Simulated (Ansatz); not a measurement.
Rock-salt CaO: PBE at its full settings (plane-wave cutoff 520 eV, 12×12×12 k mesh, Fermi–Dirac smearing 0.01 eV, scalar-relativistic PAW data made under PBE) and at cheaper ones, in a cell of 2 atoms with Γ-centred meshes.

```json
[
 {"level and setting": "PBE (Ansatz)", "equilibrium lattice constant a (Å)": "4.831", "bulk modulus B0 (GPa)": "105"},
 {"level and setting": "PBE (2×2×2 k mesh) (Ansatz)", "equilibrium lattice constant a (Å)": "4.853", "bulk modulus B0 (GPa)": "104"},
 {"level and setting": "PBE (4×4×4 k mesh) (Ansatz)", "equilibrium lattice constant a (Å)": "4.832", "bulk modulus B0 (GPa)": "105"},
 {"level and setting": "PBE (6×6×6 k mesh) (Ansatz)", "equilibrium lattice constant a (Å)": "4.831", "bulk modulus B0 (GPa)": "105"},
 {"level and setting": "PBE (Fermi-Dirac smearing of 0.3 eV) (Ansatz)", "equilibrium lattice constant a (Å)": "4.831", "bulk modulus B0 (GPa)": "105"}
]
```

Largest shifts from the full settings: lattice constant a +0.46 % (PBE (2×2×2 k mesh)), against a difference of +1.05 % of the full result from the reference 4.781 Å (measured, zero-point anharmonic expansion removed; as tabulated in Chen et al. (2018), doi:10.1103/physrevmaterials.2.073803); bulk modulus -1.0 % (PBE (2×2×2 k mesh)), against a difference of -12.5 % of the full result from the reference 120 GPa (measured, low temperature, extrapolated to 0 K; as tabulated in Chen et al. (2018), doi:10.1103/physrevmaterials.2.073803).

The full settings aren't shown to be converged themselves.

Ansatz's density-functional and Hartree–Fock values are scalar-relativistic unless marked +SOC, with PAW data made under PBE.

Run with cheap settings on purpose, which may leave them unconverged: PBE (2×2×2 k mesh), PBE (4×4×4 k mesh), PBE (6×6×6 k mesh), PBE (Fermi-Dirac smearing of 0.3 eV).

Ansatz is a program for electronic structure.
